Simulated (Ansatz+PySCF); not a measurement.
Results of a calculation; reference values are marked as such.
## PySCF 2.14.0 run

```python
from pyscf import gto, scf, mp

# the (T+d) and (D+d) sets load through basis_set_exchange
mol = gto.M(atom="""
Si -0.468440 0.000000 0.590830
H -0.337060 0.000000 -1.277850
H 0.436720 0.000000 -1.133310
H 0.184390 -1.285610 0.910160
H 0.184390 1.285610 0.910160
""", basis={'H': 'cc-pvtz', 'Si': 'cc-pv(t+d)z'}, charge=1, spin=1)
mf = scf.UHF(mol)
mf.kernel()
pt = mp.MP2(mf, frozen=5).run()
print(mf.e_tot, pt.e_corr, pt.e_tot)
```

The script is written out from the run's settings.

The run gave:

```json
{"Converged": "yes", "Reference energy": "-290.89052 hartree", "Correlation energy": "-0.11521 hartree", "Total energy": "-291.00572 hartree", "Spin squared of the determinant": "0.754"}
```

Caution: the charge can sit on one fragment and break the point group.
